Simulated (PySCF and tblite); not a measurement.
# C2H4F3N, numbered as in [NH2:1][CH2:2][C:3]([F:4])([F:5])[F:6]: conformational analysis

Conformers came from 60 starts (ETKDG and KDG, MMFF94s, GFN2-xTB); geometries are PBE0-D3(BJ)/def2-SVP. Energies: CAM-B3LYP-D3(BJ)/def2-TZVP (IEF-PCM, dimethylsulfoxide), with GFN2-xTB thermal terms (modes under about 100 cm⁻¹ blended into free rotors). Symmetry numbers and mirror images are counted. Conformers within 3 kcal/mol (GFN2-xTB free energy) were kept, 4 at most. GIAO shieldings: PBE0/pcSseg-1 (IEF-PCM, dimethylsulfoxide). Couplings: B3LYP/6-31G* with pcJ-1 on H, F (gas phase; spin-dipole term only for pairs with B, N, F, Si or P). Couplings are for ¹⁹F, ¹H. H–H couplings come out 0.1 to 0.9 Hz lower than with pcJ-1 on all atoms. Shifts are against TMS (¹H), TMS (¹³C), CFCl3 (¹⁹F), NH3 (¹⁵N) at the same level. Programs: PySCF with density fitting and tblite.

Torsions listed: H1–N1–C2–C3. Of a mirror pair one member is shown.

| conformer | shape | symmetry | E(GFN2, own minimum) kcal/mol | E(DFT) kcal/mol | G(298.15 K) kcal/mol | weight % | dipole D |
| --- | --- | --- | --- | --- | --- | --- | --- |
| 1 | -59° | Cs | 0.00 | 0.00 | 0.00 | 75.6 | 1.08 |
| 2 | -170° | C1 (pair) | 2.23 | 1.23 | 0.67 | 24.4 | 3.86 |

Weights (%) against temperature:

| T (K) | 1 | 2 | S(mix) cal/mol/K |
| --- | --- | --- | --- |
| 250 | 81.8 | 18.2 | 1.19 |
| 273.15 | 78.8 | 21.2 | 1.32 |
| 298.15 | 75.6 | 24.4 | 1.44 |
| 323.15 | 72.8 | 27.2 | 1.54 |
| 373.15 | 67.7 | 32.3 | 1.69 |

Averaged shifts at 298.15 K. ¹H: 3.13 (H2, 2H) ppm. ¹³C: 132.7 (C3), 47.9 (C2) ppm. ¹⁹F: -91.7 (F4/F5/F6) ppm. ¹⁵N: 18.5 (N1) ppm.

Averaged couplings (Hz): ³J(H2,F4) 8.6, ²J(H1,H1) -10.3, ³J(H1,H2) 9.5, ²J(H2,H2) -16.7. Computed couplings to fluorine can be off by tens of per cent at such levels.

Coordinates of conformer 1 (Å):

```xyz
10

N    -1.054   -0.196   -1.029
C     0.260   -0.407   -0.490
C     0.523    0.291    0.827
F     1.755    0.050    1.278
F     0.384    1.619    0.708
F    -0.343   -0.109    1.768
H    -1.764   -0.520   -0.375
H    -1.222    0.797   -1.180
H     1.028   -0.058   -1.198
H     0.442   -1.481   -0.326
```

Coordinates of conformer 2 (Å):

```xyz
10

N     1.283   -0.248    0.495
C    -0.137   -0.423    0.351
C    -0.664    0.429   -0.780
F    -0.155    0.090   -1.960
F    -1.995    0.320   -0.865
F    -0.380    1.724   -0.574
H     1.672   -0.934    1.135
H     1.497    0.674    0.869
H    -0.758   -0.175    1.236
H    -0.360   -1.467    0.084
```

H on N, O and S are left out: they exchange, and hydrogen bonds move them by several ppm. Unscaled ¹⁹F and ¹⁵N shifts at such levels can be off by tens of ppm; differences between conformers or isomers are more reliable. Shifts are unscaled: against experiment ¹³C can be off by 15 ppm or more and ¹H by 0.8 ppm.

Search and properties took 54 s on 1 thread of Arm Neoverse V2, shared host (rough), launched as `OMP_NUM_THREADS=1 python ens_run.py task.json out`.


¹⁵N shifts are against a computed isolated NH3 molecule, about 20 ppm from the liquid.